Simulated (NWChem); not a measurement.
## Ionisation of S (+1)

SMILES: [S+]
```xyz
1

S      0.0000     0.0000     0.0000
```
Charge +1, spin multiplicity 4.

The numbers come from NWChem runs, not from measurements.

Basis set: def2-TZVPD. −ε marks an orbital energy of the parent.

B3LYP has NWChem's definition, with VWN1-RPA local correlation. The stability of the SCF solutions was not checked.

**Question.** One of these methods gave a first vertical ionisation energy of 17.93 eV. Which?
A. −ε(alpha HOMO) of PBE
B. −ε(alpha HOMO) of B3LYP
C. G0W0@LDA (SVWN5)
D. −ε(alpha HOMO) of TPSS

**Answer.** A, −ε(alpha HOMO) of PBE. The others give 19.02 (−ε(alpha HOMO) of B3LYP), 18.12 (−ε(alpha HOMO) of TPSS), 22.64 (G0W0@LDA (SVWN5)).
